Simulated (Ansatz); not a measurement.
One geometry of `N[B]O` radical, several functionals.

```yaml
crystal:
  periodic: [false, false, false]
  atoms:
    - {symbol: N, position_ang: [-0.302099, -0.435006, -0.827413]}
    - {symbol: B, position_ang: [-0.251432, 0.499301, 0.200210]}
    - {symbol: O, position_ang: [0.636796, 0.413598, 1.224735]}
    - {symbol: H, position_ang: [-0.956370, -0.374348, -1.584474]}
    - {symbol: H, position_ang: [0.318452, -1.230587, -0.871106]}
    - {symbol: H, position_ang: [0.554663, 1.127043, 1.858059]}
basis:
  gaussian: {orbitals: def2-TZVPP}
magnetization: {spin_polarized: true, initial_magnetization: 1}
hamiltonian: {xc: pbe0, dispersion: d4}
output: {orbitals: {seedname: orbitals}}
```

```sh
$ ansatz run in.yaml --threads 2 --pin off --events-out ev --progress --plain --max-ram 32768MiB --backend cpu
```

It prints (some lines left out):

```
Functional definition: PBE0
652 factors; their error is unknown
mean field evaluation 1: about -4251.3256 eV, gradient 4.9e1 eV
mean field evaluation 2: about -4242.7773 eV, gradient 6.7e1 eV
mean field evaluation 4: about -4259.6456 eV, gradient 3.0e0 eV
mean field evaluation 8: about -4259.6807 eV, gradient 4.2e-2 eV
mean field evaluation 16: about -4259.6923 eV, gradient 7.9e-5 eV
mean field -4259.69233486 eV, -156.5408059829 hartree, gradient 7.9e-5 eV, S^2 0.752713; 0 other end points of the search recorded, 0 dependent functions left out
reference -4259.69236219 eV, -156.5408069873 hartree; 12, 11 occupied and 123, 124 virtual orbitals, 652 factors
Total energy: -4259.74404537 eV, -156.5427063090 hartree
```

It took 1.4 s on 2 threads of an AMD EPYC 7R13 on a shared host, with 0.23 GiB of host memory at the peak.

With the line `hamiltonian: {xc: r2scan, dispersion: d4}` and forces (abridged; 2.3 s):

```
Functional definition: r2SCAN
mean field evaluation 16: about -4262.3487 eV, gradient 3.6e-5 eV
mean field -4262.34872075 eV, -156.6384263639 hartree, gradient 3.6e-5 eV, S^2 0.753942
Total energy: -4262.36344305 eV, -156.6389673982 hartree
Atom 0 force    -0.008897    -0.056262    -0.069401 eV/Å
Atom 1 force    -0.170253     0.152852    -0.055157 eV/Å
Atom 2 force     0.154212    -0.045516     0.146054 eV/Å
Atom 3 force     0.009965    -0.020933    -0.009277 eV/Å
Atom 4 force     0.014332    -0.038595    -0.021694 eV/Å
Atom 5 force     0.000640     0.008454     0.009475 eV/Å
Dipole moment:    -0.013853    -0.061115    -0.080468 e Å
```
